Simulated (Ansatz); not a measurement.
# BHMg: the cost of one run

Computed with Ansatz 0.2.0, Gaussian basis. Level: def2-QZVPP, core rule «outside noble gas», up to 6 orbitals frozen.

Plan: UHF; ROHF; CCSD(T) on UHF.

2 further runs of the same task are left out: 2 set aside as unsound or not needed.

### 1 The geometry

The geometry is a PBE0/def2-TZVP stationary point (not a proven minimum) of the parent state, kept for this charge and spin.

3 atoms, charge 0, spin multiplicity 3.

Atoms are counted from 1 here; the program's logs count them from 0.

Bond lengths: B1–Mg2 2.396 Å, B1–H3 1.232 Å. Angles: Mg2–B1–H3 107.0°.

### 2 UHF

File in.yaml:

```yaml
crystal:
  periodic: [false, false, false]
  atoms:
    - {symbol: B, position_ang: [0.000000, -0.189866, 1.590848]}
    - {symbol: Mg, position_ang: [0.000000, 0.045170, -0.793215]}
    - {symbol: H, position_ang: [0.000000, 0.947259, 2.064053]}
basis:
  gaussian: {orbitals: "def2-QZVPP.json"}
magnetization: {spin_polarized: true, initial_magnetization: 2}
hamiltonian: {xc: hf}
output: {orbitals: {seedname: orbitals}}
```

Command:

```sh
$ ansatz run in.yaml --threads 1 --pin off --events-out ev --progress --plain --max-ram 2393MiB
```

What time and memory should one allow on 1 thread of Arm Neoverse V2, shared host?

About 13 s, with a peak of 0.27 GiB.
